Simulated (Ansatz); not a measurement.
```yaml
crystal:
  periodic: [false, false, false]
  atoms:
    - {symbol: N, position_ang: [-0.445340, 0.970995, 1.468004]}
    - {symbol: C, position_ang: [0.582578, 0.223511, 0.778174]}
    - {symbol: F, position_ang: [1.596734, 0.381223, 1.276322]}
    - {symbol: C, position_ang: [0.273836, -0.641721, -0.552263]}
    - {symbol: O, position_ang: [-1.194710, -0.262133, -0.979261]}
    - {symbol: H, position_ang: [-1.465515, 0.778068, 1.214483]}
    - {symbol: H, position_ang: [1.060768, -0.438574, -1.168747]}
    - {symbol: H, position_ang: [0.678560, -1.537162, -0.132476]}
    - {symbol: H, position_ang: [-1.270137, 0.391521, -1.578681]}
basis:
  gaussian: {orbitals: cc-pVDZ}
hamiltonian: {xc: {name: B97}, pseudopotentials: {relativity: none}}
accuracy: high
output: {forces: true}
```

```sh
$ ansatz run in.yaml --threads 2 --pin off --events-out ev --progress --plain --max-ram 4352MiB
```

Output, abridged:

```
Functional definition: B97
2104 factors; integrals over basis functions are off by at most 3.4e-9 eV
mean field evaluation 1: about -8377.4059 eV, gradient 6.3e1 eV
mean field evaluation 2: about -8346.4684 eV, gradient 1.2e2 eV
mean field evaluation 4: about -8385.5622 eV, gradient 7.3e0 eV
mean field evaluation 8: about -8385.8813 eV, gradient 1.2e0 eV
mean field evaluation 16: about -8385.8843 eV, gradient 1.1e-4 eV
mean field -8385.88433181 eV, -308.1755650374 hartree, gradient 3.0e-8 eV, S^2 0.000000; 0 other end points of the search recorded, 0 dependent functions left out
reference -8385.88433348 eV, -308.1755650989 hartree; 20, 20 occupied and 70, 70 virtual orbitals, 2104 factors
Total energy: -8385.88433348 eV, -308.1755650989 hartree
Atom 0 at    -0.445340     0.970995     1.468004 Å, force     2.928532    -3.360103    -2.418270 eV/Å
Atom 1 at     0.582578     0.223511     0.778174 Å, force   -19.752406     2.765899    -3.097580 eV/Å
Atom 2 at     1.596734     0.381223     1.276322 Å, force    13.587422     0.793246     4.664755 eV/Å
Atom 3 at     0.273836    -0.641721    -0.552263 Å, force    -2.967363     3.923517     3.263910 eV/Å
Atom 4 at    -1.194710    -0.262133    -0.979261 Å, force     3.239974    -6.683607     5.062360 eV/Å
Atom 5 at    -1.465515     0.778068     1.214483 Å, force     1.878218    -0.105748    -0.627717 eV/Å
Atom 6 at     1.060768    -0.438574    -1.168747 Å, force     1.956251     1.358474    -3.121083 eV/Å
Atom 7 at     0.678560    -1.537162    -0.132476 Å, force    -1.720529    -2.629245    -0.149614 eV/Å
Atom 8 at    -1.270137     0.391521    -1.578681 Å, force     0.849901     3.937567    -3.576761 eV/Å
Dipole moment:     0.337332    -0.257855    -0.596400 e Å
```

Run time 15 s (2 threads of an Arm Neoverse V1 on a shared host); peak host memory 0.47 GiB.
